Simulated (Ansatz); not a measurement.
Results of the Gaussian-basis code of Ansatz.

A structure relaxed at PBE0-D4/def2-TZVP, charge 0, multiplicity 1:

Cartesian coordinates in Å:
```
N 0.7139 -0.1219 1.2916
C -0.2774 0.1486 0.5824
Cl -1.8139 0.7267 1.1855
C -0.2345 -0.0051 -0.9062
O 1.0027 -0.4655 -1.3414
H 0.5752 0.0186 2.2872
H -0.4747 0.9694 -1.3528
H -1.0392 -0.6939 -1.1976
H 1.5479 -0.5769 -0.5488
```

Problem. Give its formula and SMILES.

Solution. C2H4ClNO, `N=C(Cl)CO`.

Problem. Point group (tolerance 0.08 Å, 0.16 Å for H)?

Solution. Cs.

Problem. Summarise the bond lengths by kind.

Solution. 1 × C–N 1.249 Å; 1 × H–N 1.015 Å; 1 × C–Cl 1.749 Å; 1 × C–C 1.497 Å; 1 × C–O 1.390 Å; 2 × C–H 1.099 Å; 1 × H–O 0.968 Å.
